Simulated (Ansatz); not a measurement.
## AlH3Cl− (SMILES [H][Al-]([H])([H])[Cl]): methods side by side

AlH3Cl− has 5 atoms, charge -1, and is taken as a singlet. As SMILES, `[H][Al-]([H])([H])[Cl]`. Geometry: a GFN2-xTB relaxation, a rough one for these elements and not checked as a minimum.

| atom | x (Å) | y (Å) | z (Å) |
| --- | --- | --- | --- |
| Al | -0.0024 | 0.0004 | -0.1342 |
| Cl | 0.0138 | -0.0184 | 1.9618 |
| H | 1.5321 | 0.0117 | -0.6170 |
| H | -0.7754 | 1.3344 | -0.5904 |
| H | -0.7681 | -1.3281 | -0.6202 |

Each level gives the energy change with the Al1–H4 bond stretched from 1.608 to 4.019 Å (eV). The values are calculated.

| level | kind | program | value (eV) | less FCI/STO-3G |
| --- | --- | --- | --- | --- |
| HF/STO-3G (restricted) | Hartree–Fock | Ansatz | 8.43 | +2.34 |
| r2SCAN/STO-3G (restricted) | meta-GGA | Ansatz | 6.41 | +0.32 |
| B3LYP/STO-3G (restricted) | global hybrid | Ansatz | 6.57 | +0.48 |
| HSE06/STO-3G (restricted) | range-separated hybrid | Ansatz | 6.80 | +0.71 |
| B2PLYP/STO-3G (restricted) | double hybrid | Ansatz | 6.47 | +0.38 |
| RPA@PBE/STO-3G (restricted) | RPA | Ansatz | 5.45 | -0.64 |
| MP2/STO-3G (restricted) | perturbation theory | Ansatz | 7.44 | +1.35 |
| CCSDT(Q)/STO-3G (restricted) | coupled cluster or CI | Ansatz | 6.21 | +0.12 |
| CCSDTQ/STO-3G (restricted) | coupled cluster or CI | Ansatz | 6.09 | 0.00 |
| FCI/STO-3G | exact in the basis | Ansatz | 6.09 | 0.00 |

FCI/STO-3G is exact within its basis and frozen core, so for wave-function methods in that basis the difference is their error; functionals converge differently with the basis, so for them it is only a difference. Spin-restricted single references rise too steeply as a bond breaks, Hartree–Fock most of all. Sets without diffuse functions describe the anion poorly. The first shape isn't each level's own minimum. The values span 5.45 to 8.43 eV. All rows use very small basis sets, so even the best lies far from the true value.
